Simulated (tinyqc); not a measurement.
Inside a calculation. Method: Hueckel theory of the pi electrons with the omega technique, for the molecule O=Cc1c[cH+]1 (SMILES; centres numbered as the heavy atoms are written). One step of it, computed by the program tinyqc.

Question. Omega technique, round 1. h_r = h_r(0) + omega q_r, omega = 1, with q_r = z_r - P_rr; 0.7 of the old diagonal is kept.

Hueckel matrix in units of beta (H = alpha + beta A), lower triangle:
```
          1O        2C        3C        4C        5C
1O  1.000000
2C  1.000000  0.000000
3C  0.000000  1.000000  0.000000
4C  0.000000  0.000000  1.000000  0.000000
5C  0.000000  0.000000  1.000000  1.000000  0.000000
```

charge and bond-order matrix P, lower triangle:
```
           1O        2C        3C        4C        5C
1O   1.388863
2C   0.860280  0.625565
3C   0.096982  0.317656  0.722547
4C  -0.222821  0.096982  0.637459  0.631512
5C  -0.222821  0.096982  0.637459  0.631512  0.631512
```

Centres:
```
centre  z_r, pi electrons of the neutral centre         h
1O                                            1  1.000000
2C                                            1  0.000000
3C                                            1  0.000000
4C                                            1  0.000000
5C                                            1  0.000000
```

Give: matrix after round 1.

Answer.

matrix after round 1, lower triangle:
```
        1O      2C      3C      4C      5C
1O  0.8833
2C  1.0000  0.1123
3C  0.0000  1.0000  0.0832
4C  0.0000  0.0000  1.0000  0.1105
5C  0.0000  0.0000  1.0000  1.0000  0.1105
```
